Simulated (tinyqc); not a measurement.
Hueckel theory of the pi electrons, for the molecule O=CN=O (SMILES; centres numbered as the heavy atoms are written), step by step. One step of it, computed by the program tinyqc.

Problem. Energy, charges, bond orders. E = sum n x; q_r = z_r - P_rr; bond order p = P_rs; free valence = sqrt(3) - sum of p over the bonds of the atom.

x values: 2.150195  1.448563  0.130582  -1.229340

occupations: 2.000000  2.000000  0.000000  0.000000

charge and bond-order matrix P, lower triangle:
```
           1O        2C        3N        4O
1O   1.360483
2C   0.839050  0.639517
3N   0.118084  0.390004  0.834519
4O  -0.390004  0.118084  0.898092  1.165481
```

Centres:
```
centre  z_r, pi electrons of the neutral centre         h
1O                                            1  1.000000
2C                                            1  0.000000
3N                                            1  0.500000
4O                                            1  1.000000
```

Bonds:
```
i  j         k
1  2  1.000000
2  3         1
3  4  1.000000
```

Give: pi energy = 4 alpha + this times beta; pi charges; Bond orders and lengths from R = 1.517 - 0.180 p; free valence of the carbons; gap between the highest filled and the next level.

Solution.

pi energy = 4 alpha + this times beta = 7.1975

pi charges: 1O -0.3605, 2C 0.3605, 3N 0.1655, 4O -0.1655

Bond orders and lengths from R = 1.517 - 0.180 p (angstrom, C-C alone):
```
bond       p  R
1-2   0.8391  -
2-3   0.3900  -
3-4   0.8981  -
```

free valence of the carbons: 2C 0.5030

gap between the highest filled and the next level = 1.3180 |beta|
